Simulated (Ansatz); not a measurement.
Worked example: correlation energy of Ga₂PH, triplet

Geometry: displaced at random from a stationary point.

```yaml
atoms:
  - { symbol: Ga, position_ang: [-0.0187, -0.3752, 1.3876] }
  - { symbol: P, position_ang: [-0.0195, 1.4968, 0.0129] }
  - { symbol: Ga, position_ang: [0.0284, -0.3320, -1.3934] }
  - { symbol: H, position_ang: [-0.0743, 2.9208, 0.0001] }
```

Basis cc-pVDZ; Ansatz 0.2.0. Correlated methods freeze the noble-gas cores and the filled d shells of p-block atoms, which leaves 12 electrons in 44 orbitals. Prefix R: restricted or restricted open-shell reference; prefix U: unrestricted. No spin–orbit coupling is included, and no scalar relativity.

Full CI isn't at hand for all of this; UCCSDT(Q) serves as the reference, and is uncertain by the last step of the cluster series or more.

UCCSD has a T1 diagnostic of 0.029 and a largest doubles amplitude of 0.05.

Runs differ by some tens of microhartree through their thresholds and, for an open shell, their frozen cores, so steps under 0.03 kcal/mol mean nothing.

Here the R and U totals at CCSDT(Q) differ by 0.25 kcal/mol, a measure of how far such totals hang on the determinant and its frozen core.

| level | total energy (hartree) |
| --- | --- |
| UHF | -4187.715559 |
| UMP2 | -4187.926182 |
| UCCSD | -4187.959295 |
| UCCSD(T) | -4187.972701 |
| UCCSDT | -4187.974398 |
| UCCSDT(Q) | -4187.975736 |

Question: What is the correlation energy at UCCSDT(Q), and what share of it do UMP2 and UCCSD(T) recover?

Answer: E(corr) = -4187.975736 − (-4187.715559) = -0.260177 hartree = -7.080 eV. UMP2: -0.210623 / -0.260177 = 80.95 %. UCCSD(T): -0.257142 / -0.260177 = 98.83 %.

Question: By how many kcal/mol does UCCSD(T) miss UCCSDT(Q) (1 hartree = 627.509 kcal/mol), and which steps make up the rest?

Answer: -4187.972701 − (-4187.975736) = 0.003035 hartree = 1.90 kcal/mol. Steps: UCCSDT − UCCSD(T) = -1.06, UCCSDT(Q) − UCCSDT = -0.84 kcal/mol. Differences between like states or geometries often cancel part of this.
